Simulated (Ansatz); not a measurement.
The same path of FH$_{4}$Si$_{2}$ (7 atoms, charge 0, multiplicity 2) was run 3 times with different band settings. The coordinate that changes most is the height of Si2 over the plane of its neighbours.

Computed with UKS PBE0/def2-SVP in Ansatz.

Relaxed end points:

```xyz
7
Properties=species:S:1:pos:R:3
F -0.427 -2.009 1.298
Si -0.283 -1.369 -0.201
Si 0.467 0.850 -0.069
H -1.619 -1.506 -0.873
H 0.549 1.363 -1.472
H -0.452 1.725 0.724
H 1.826 0.879 0.548
```

```xyz
7
Properties=species:S:1:pos:R:3
F 0.230 -2.420 0.191
Si -0.701 -1.111 0.502
Si 0.453 0.858 -0.045
H -1.978 -1.279 -0.269
H 0.862 0.908 -1.484
H -0.474 1.996 0.245
H 1.669 0.980 0.814
```

Common settings: movable images 5; climbing image yes; start path IDPP; force threshold 0.05 eV/Å; iteration limit 60; end points relaxed.

| run | spring | optimiser | largest step |
| --- | --- | --- | --- |
| 1 | 5.0 eV/Å² | quadratic models (default) | default |
| 2 | 0.1 eV/Å² | quadratic models (default) | default |
| 3 | 5.0 eV/Å² | fire | 0.5 Å |

Question: What does each run give, and how far can it be trusted?

Answer: Run 1: converged after 5 iterations, highest image 0.352 eV above the first end. A vibrational analysis at the climbing image gives 2 clearly imaginary modes (535i, 63i cm⁻¹): a point of higher order, so a lower path passes nearby.
Run 2: converged after 5 iterations, highest image 0.352 eV above the first end. Another band between the same ends (5 images) ends at a top of the same energy, where a vibrational analysis finds 2 clearly imaginary modes.
Run 3: converged after 34 iterations, highest image 0.356 eV above the first end. The order of the stationary point at the top wasn't checked.
